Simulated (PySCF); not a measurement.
Does the answer move with the share of exact exchange?

Compound: AlH₆N.
SMILES: `[NH3+][AlH3-]`

PySCF, def2-SVPD basis, density fitting, gas phase, PBE0-D3(BJ)/def2-SVP geometry; singlet excitations by full TDDFT with frozen cores and triplets by Tamm–Dancoff TDDFT. One functional is left out:

```tsv
functional	exact exchange (%)	HOMO energy (eV)	LUMO energy (eV)	lowest singlet excitation (eV)	lowest triplet excitation (eV)	dipole moment (D)	mean polarisability (au)
LDA	0	-6.17	-1.33	4.88	4.77	5.400	50.0
PBE	0	-6.15	-1.26	4.92	4.79	5.371	48.4
B3LYP	20	-7.22	-0.83	5.54	5.39	5.406	46.4
BHandHLYP	50	-8.62	0.03	6.42	6.13	5.450	44.2
```

Task: Predict the row of PBE0 (25 % exact exchange) by straight lines through the other rows, and check it.

Result: 
```json
{"property": "HOMO energy (eV)", "line": "-7.41", "computed": "-7.40", "computed − line": "+0.01", "B3LYP (20 %), for comparison": "-7.22"}
{"property": "LUMO energy (eV)", "line": "-0.65", "computed": "-0.50", "computed − line": "+0.15", "B3LYP (20 %), for comparison": "-0.83"}
{"property": "lowest singlet excitation (eV)", "line": "5.67", "computed": "5.80", "computed − line": "+0.13", "B3LYP (20 %), for comparison": "5.54"}
{"property": "lowest triplet excitation (eV)", "line": "5.47", "computed": "5.57", "computed − line": "+0.10", "B3LYP (20 %), for comparison": "5.39"}
{"property": "dipole moment (D)", "line": "5.416", "computed": "5.421", "computed − line": "+0.005", "B3LYP (20 %), for comparison": "5.406"}
{"property": "mean polarisability (au)", "line": "46.5", "computed": "46.2", "computed − line": "-0.3", "B3LYP (20 %), for comparison": "46.4"}
```
